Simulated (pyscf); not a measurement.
Thermochemistry of product channels of ethylene (H₂C=CH₂) + F atom (F•) on the doublet surface, in kcal/mol, from CCSD(T)/def2-TZVPP + ΔMP2(QZVPP) energies (ideal gas, 1 atm, RRHO with modes under 100 cm⁻¹ raised to 100, one conformer, R ln 2 for rigid chiral ones). PySCF, gas phase, ωB97X-D3(BJ)/def2-SVP geometries. MP2 and CC: frozen core, UHF for open shells. ΔMP2 is the change of the MP2 total energy from the triple- to the quadruple-zeta basis.

| products | ΔE | ΔH(298 K) | ΔG(900 K) | ΔG(1200 K) |
|---|---|---|---|---|
| vinyl (•HC=CH₂) + hydrogen fluoride (HF) | -22.3 | -24.8 | -33.3 | -36.2 |
| •H₂C–F + methylene (CH₂) [triplet] | +59.1 | +54.4 | +40.7 | +36.1 |
| H₂C=CH–F + H atom (H•) | -8.5 | -12.6 | -12.6 | -13.1 |

These are energies of the channels, which say nothing of barriers. The CCSD(T) − MP2 part came from Ansatz, without density fitting, on the same reference. A UHF reference is spin-contaminated (<S²> up to 0.96), which harms MP2 most. Left out: orbital degeneracy and the spin-orbit lowering of F.
